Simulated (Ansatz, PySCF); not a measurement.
Molecule: singlet methylene, CH2, net charge 0, singlet state. 
Structure (B3LYP-D3(BJ)/def2-TZVP (Ansatz, a program for electronic structure) minimum search):
```xyz
3

C      0.0073     0.0003     0.1749
H     -0.0104     0.8611    -0.5267
H     -0.0333    -0.8629    -0.5227
```

Quantity: atomisation energy (electronic, to ground-state atoms), in kcal/mol. Valence correlation only, unless marked. Open shells are spin-unrestricted. Spin-orbit coupling is left out. No relativistic terms. The coupled-cluster limit lacks core correlation, which all-electron functionals hold. CBS(X,Y): correlation extrapolated as X^-3; Hartree-Fock from the larger set (for Q and 5 zeta extrapolated as (X+1)exp(-9√X)).

The Hartree-Fock reference is unstable (checked in the largest basis), which strains HF and MP2. 

| level | program | atomisation energy (kcal/mol) |
|---|---|---|
| BP86-D3(BJ)/def2-TZVPD | PySCF + dftd3 | 184.8 |
| TPSS-D3(BJ)/def2-TZVPD | PySCF + dftd3 | … |
| PBE0/STO-3G | Ansatz | 203.5 |
| PBE0-D3(BJ)/def2-TZVPD | Ansatz + dftd3 | 176.2 |
| PBE0-D4/def2-TZVPD | Ansatz + dftd4 | 176.1 |
| r2SCAN0/def2-TZVPD | Ansatz | … |
| HSE06/def2-TZVPD | Ansatz | 176.1 |
| wB97X-V/def2-TZVPD | Ansatz | 179.3 |
| wB97X/def2-TZVPD | Ansatz | … |
| RPA@PBE/cc-pVQZ | Ansatz | 174.4 |
| SCS-MP2/def2-QZVPPD | Ansatz | 179.9 |
| CCSD/6-31G* | Ansatz | … |
| CCSD/aug-cc-pVQZ | Ansatz | 177.7 |
| CCSD/def2-QZVPP | Ansatz | 177.3 |
| CCSD(T)/CBS(cc-pVQZ,cc-pV5Z) | Ansatz | 180.7 |

**Question.** Fill in the missing entries.

**Answer.** 
- TPSS-D3(BJ)/def2-TZVPD, atomisation energy (kcal/mol): 181.3
- r2SCAN0/def2-TZVPD, atomisation energy (kcal/mol): 172.3
- wB97X/def2-TZVPD, atomisation energy (kcal/mol): 178.3
- CCSD/6-31G*, atomisation energy (kcal/mol): 155.2
